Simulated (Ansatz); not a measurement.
Trigonal Se, treated with r²SCAN in Ansatz (PAW).

Numerical settings: plane-wave cutoff 600 eV, 12×12×8 k mesh (along the axes of the cell as run), finite displacements, scalar-relativistic PAW data made under PBE.

Computed at the level's own relaxed cell.

Harmonic phonon frequencies (cm⁻¹; i marks an imaginary mode):

```
q point                      frequencies
-------  -------------------------------
Γ           0 0 0 92 137 137 228 228 246
M        37 38 47 62 125 132 223 226 258
A        55 55 66 78 125 125 198 242 242
```

No imaginary mode appears at these points.

Note: the cell comes from a level without a dispersion term, which matters for the spacing of layers, chains or molecules.

Ansatz is a program for electronic structure.
